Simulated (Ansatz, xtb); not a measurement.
## Two isomers of C2H6B−

We compare I, `[BH3-]C=C`, a singlet, with II, `C=[BH-]C`, a singlet. Both are isolated ions in the gas phase, relaxed with PBE0-D3(BJ)/def2-SVPD.

I (Å):

```xyz
9

C    -1.1124   -0.7487    1.2088
C     0.1886   -0.5190    1.4684
B    -2.1722   -1.6255    2.0371
H    -1.6548   -2.1365    3.0485
H    -3.1358   -0.9047    2.3744
H    -2.6364   -2.5226    1.3014
H    -1.4824   -0.2542    0.2907
H     0.8278    0.1041    0.8272
H     0.6690   -0.9570    2.3526
```

II (Å):

```xyz
9

C    -2.3639   -1.6583    2.3730
C    -0.3491   -0.3127    1.1477
B    -1.1074   -1.6532    1.6348
H    -2.8822   -2.5699    2.7058
H    -2.8967   -0.7346    2.6574
H    -0.5390   -2.7162    1.3339
H    -0.8943    0.6038    1.4394
H    -0.2205   -0.2821    0.0478
H     0.6727   -0.2348    1.5687
```

**Question.** Which of the two would you expect CCSD(T)/def2-SVPD + ΔMP2/def2-TZVPPD electronic energies to favour?

**Answer.** Structure II; the calculation gives E(II) − E(I) = −4.7 kcal/mol.

How the difference moves with the method:

| level | geometry | E(II) − E(I) (kcal/mol) | departure from the last row (kcal/mol) | job, with rough time for the two |
| --- | --- | --- | --- | --- |
| GFN2-xTB | GFN2-xTB | +14.2 | +18.9 | optimisation, 0.11 s |
| HF/STO-3G | GFN2-xTB | +7.8 | +12.5 | single point, 0.26 s |
| r2SCAN-D4/def2-SVPD | GFN2-xTB | −4.1 | +0.5 | single point, 4.7 s |
| PBE0-D3(BJ)/def2-SVPD | PBE0-D3(BJ)/def2-SVPD | −3.7 | +1.0 | optimisation, 63 s |
| HF/def2-SVPD | PBE0-D3(BJ)/def2-SVPD | −3.2 | +1.4 | part of the CCSD(T) run |
| MP2/def2-SVPD | PBE0-D3(BJ)/def2-SVPD | −5.6 | −0.9 | part of the CCSD(T) run |
| CCSD(T)/def2-SVPD | PBE0-D3(BJ)/def2-SVPD | −3.9 | +0.8 | single point |
| CCSD(T)/def2-SVPD + ΔMP2/def2-TZVPPD | PBE0-D3(BJ)/def2-SVPD | −4.7 |  | single point, 26 s |

As drawn, II has 1 C=B, 2 C–H in place of 1 C=C, 2 B–H.

GFN2-xTB, HF/STO-3G put the two in the other order. The largest departure from CCSD(T)/def2-SVPD + ΔMP2/def2-TZVPPD is that of GFN2-xTB, 18.9 kcal/mol. The last row adds to CCSD(T) the change of the MP2 difference between the two basis sets, here −0.8 kcal/mol.

With harmonic frequencies from PBE0-D3(BJ)/def2-SVPD (ideal gas, rigid rotor, one conformer each, 1000 K, 1 atm): the zero-point term adds +1.6 kcal/mol; ΔH is −3.0 and ΔG −3.8 kcal/mol.

The correlated steps freeze 3 core orbitals. Programs: Ansatz 0.2.0, xtb 6.7.1; the last row on 2 threads of Arm Neoverse N1 on a shared host.
